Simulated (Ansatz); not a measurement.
# How basis sets differ on CF3 (SMILES F[C](F)F)

The species is CF3 (4 atoms), meant as a doublet with charge 0. As SMILES, `F[C](F)F`. The shape is that of a PBE0-D4/def2-TZVP optimisation.

Quantity: the vertical ionisation energy (to the singlet cation), in eV. The values are calculated.

```tsv
level	kind	program	value (eV)	less CCSD(T)/pc-2	CPU time (all runs)
UCCSD(T)/pc-0	coupled cluster or CI	Ansatz	10.85	-0.11	3.5 s
UCCSD(T)/pc-1	coupled cluster or CI	Ansatz	10.89	-0.07	16 s
UCCSD(T)/def2-SVPD	coupled cluster or CI	Ansatz	10.98	+0.02	93 s
UCCSD(T)/pc-2	coupled cluster or CI	Ansatz	10.96	0.00	4.7 min
```

UCCSD(T)/pc-2 is the highest level here, not the true value. The values span 10.85 to 10.98 eV. CPU times are rough (shared hosts, several kinds of processor): they show what a rung costs within a factor of a few.
